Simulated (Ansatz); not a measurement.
# BHS (singlet): from Hartree-Fock to the top rungs at distance B1–H3 = 1.467 Å, 6-31G

An exercise on one series of results from a longer session: the logs are not shown, and one member is left open.

The runs use Ansatz 0.2.0, Gaussian basis; 6-31G, core rule «outside noble gas», up to 6 orbitals frozen.

The runs, in order: UHF; CCSD(T) on RHF; BCCD(T) on RHF; CISD; CCSDT(Q) on RHF; CISDTQ; CCSDTQ on RHF; CASSCF and MRCISD+Q, 2 electrons in 2 orbitals; CASSCF and NEVPT2, 2 electrons in 2 orbitals; CASSCF and MRCISD+Q, 10 electrons in 9 orbitals; CASSCF and NEVPT2, 10 electrons in 9 orbitals; Full CI.

16 further runs of the same task are left out: 12 that didn't finish, 4 set aside as unsound or not needed.

## The system

The geometry derives from a PBE0/def2-TZVP stationary point (not a proven minimum). One bond is set to the value named and the two fragments are kept rigid.

3 atoms, charge 0, spin multiplicity 1.

Atoms are counted from 1 here; the program's logs count them from 0.

Bond lengths: B1–S2 1.598 Å.

The first run:

Contents of in.yaml:

```yaml
crystal:
  periodic: [false, false, false]
  atoms:
    - {symbol: B, position_ang: [0.000000, 0.000000, 0.043600]}
    - {symbol: S, position_ang: [0.000000, 0.000000, -1.554200]}
    - {symbol: H, position_ang: [0.000000, 0.000000, 1.510600]}
basis:
  gaussian: {orbitals: 6-31G}
magnetization: {spin_polarized: true, initial_magnetization: 0}
hamiltonian: {xc: hf}
output: {orbitals: {seedname: orbitals}}
```

Started as:

```bash
ansatz run in.yaml --threads 1 --pin off --events-out ev --progress --plain --max-ram 2393MiB
```

Among the steps run: UHF; CCSD(T) on RHF; BCCD(T) on RHF; CISD; CCSDT(Q) on RHF; CISDTQ; CCSDTQ on RHF; CASSCF and MRCISD+Q, 2 electrons in 2 orbitals; CASSCF and NEVPT2, 2 electrons in 2 orbitals; CASSCF and MRCISD+Q, 10 electrons in 9 orbitals; CASSCF and NEVPT2, 10 electrons in 9 orbitals; Full CI.

One of the session's tables, all rows but one given; the rest of the session is left out.

```
          method  from FCI (kJ/mol)
             RHF             +367.3
            RMP2              +58.0
            CISD              +38.8
           RCCSD              +18.2
        RCCSD(T)               +2.2
         BCCD(T)               +1.9
          RCCSDT               -0.6
          CISDTQ               +2.7
       RCCSDT(Q)               -0.1
         RCCSDTQ               -0.1
     CASSCF pair             +311.0
     NEVPT2 pair              +45.5
  CASSCF valence              +96.5
  NEVPT2 valence                  ?
  MRCISD valence               +2.7
MRCISD+Q valence               +0.7
             FCI                  0
```

**Question.** Estimate the row for NEVPT2 valence.

As computed: from FCI (kJ/mol): +26.4. In the column «from FCI (kJ/mol)» it lies between RCCSD (+18.2) and CISD (+38.8).

Not comparable, so not listed: CASSCF and MRCISD+Q, 2 electrons in 2 orbitals (they don't share determinant, frozen orbitals or solution with the rows shown, or repeat one).

To keep in mind: RCCSDT falls below full CI, which methods that aren't variational can do. Warnings in the runs' records: passed over end.
